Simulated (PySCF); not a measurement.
## Induced dipoles and field energies

C4H5F.
Structure used (PBE0-D3(BJ)/def2-SVP), in Å, numbered top down from 1:
```xyz
10
C4H5F angstrom
C     -1.2027   -0.2318   -0.4227
C     -0.0617    0.1503    0.4929
C      1.2313    0.8047   -0.0493
C      1.2869   -0.4162    0.3657
F      2.0035   -1.4916    0.5585
H     -1.9010    0.6102   -0.5554
H     -1.7796   -1.0745   -0.0086
H     -0.8302   -0.5268   -1.4159
H     -0.4000    0.4638    1.4972
H      1.6477    1.7107   -0.4771
```

Level: wB97X-D/def2-SVPD (PySCF); nuclei fixed, core orbitals frozen in the response. Permanent dipole (-0.630, 1.072, -0.300) D (1 au = 2.5417 D). Static polarisability (au):

```
x   52.08  0.52  0.06
y    0.52 47.51 -2.68
z    0.06 -2.68 40.69
```

Only the terms in μ and α are kept: μ(F) = μ + αF and ΔE = −μ·F − ½ F·αF.

(1) What do fields of 0.103 V/Å (0.002 au) along the six axis directions do?

(2) For the field (-0.0014, 0.0014, -0.0006) au, what is the induced dipole, and what angle does it make with the field?

(3) Which field along μ doubles the dipole in that direction (linear response)?

(4) What field makes μF equal to kT at 200 K?

(5) A unit point charge sits 14 Å away. Estimate the induction energy −αe²/2R⁴ with the mean polarisability, treating the molecule as a point.

Results:

(1) 
```csv
field along,induced x (D),induced y (D),induced z (D),total size (D),−μ·F (kJ/mol),−½F·αF (kJ/mol)
+x,0.265,0.003,0.000,1.174,+1.302,-0.273
−x,-0.265,-0.003,0.000,1.426,-1.302,-0.273
+y,0.003,0.242,-0.014,1.489,-2.215,-0.249
−y,-0.003,-0.242,0.014,1.083,+2.215,-0.249
+z,0.000,-0.014,0.207,1.235,+0.620,-0.214
−z,0.000,0.014,-0.207,1.354,-0.620,-0.214
```

(2) αF = (-0.184, 0.171, -0.072) D, at 2.1° to the field. The polarisability along this direction, F·αF/F², is 49.63 au, against a mean of 46.76 au.

(3) The polarisability along the dipole is 48.88 au, so F = 0.5032 au / 48.88 au = 0.0103 au = 0.53 V/Å; higher-order terms are ignored.

(4) kT = 0.6334 × 10⁻³ Eh, so F = 0.00126 au = 6.47 MV/cm.

(5) R = 26.46 bohr, so the energy is −46.8/(2 × 26.46⁴) Eh = -0.125 kJ/mol. The charge–dipole term at its most favourable orientation, −μe/R², is -1.89 kJ/mol.

Isolated species at its PBE0-D3(BJ)/def2-SVP geometry, gas phase.

The run behind these numbers computed excited states and ΔSCF ions as well. Hardware: one thread of an Arm Neoverse N1, shared host. Cost: 38 s.

The pairwise dispersion term of wB97X-D wasn't added to the energies; at a given geometry it leaves orbitals and properties as they are.
